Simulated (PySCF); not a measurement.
Calculation: PBE-D3(BJ)/def2-TZVP // PBE0-D3(BJ)/def2-SVP run with PySCF 2.14.0. Gas-phase values, no solvent. 

Reference species (SMILES): `N` (neutral, multiplicity 1).

```yaml
HOMO: -6.07 eV
dipole_moment: 1.75 D
```

Changed species: `O` (free base H2O; the reference has free base NH3).

Task: What does the change do to the HOMO and dipole moment?

Result: the HOMO falls by 0.91 eV, to -6.98 eV; the dipole moment increases by 0.30 D, to 2.05 D.
